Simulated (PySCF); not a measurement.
```yaml
atoms:
  - { symbol: S, position_ang: [0.0092, -0.0040, 0.3698] }
  - { symbol: O, position_ang: [0.0016, 1.2870, -0.3673] }
  - { symbol: O, position_ang: [0.0026, -1.2870, -0.3678] }
```

Basis set: cc-pVTZ on O; cc-pV(T+d)Z on S (spherical functions). Left uncorrelated: 7 orbitals. Charge 0, multiplicity 1.

Starred EOM-CCSD(T)(a) on the restricted Hartree–Fock determinant with PySCF 2.14.0; the energies are vertical.

(1) The solver was asked for the few lowest roots only. Give the ionization energies of singlet SO2 among them whose weight of singles is over 0.7.

## Answers

(1)

| root | energy (eV) | weight of singles |
| --- | --- | --- |
| 1 | 12.10 | 0.96 |
| 2 | 12.77 | 0.95 |
| 3 | 13.09 | 0.94 |

Higher main lines weren't sought.
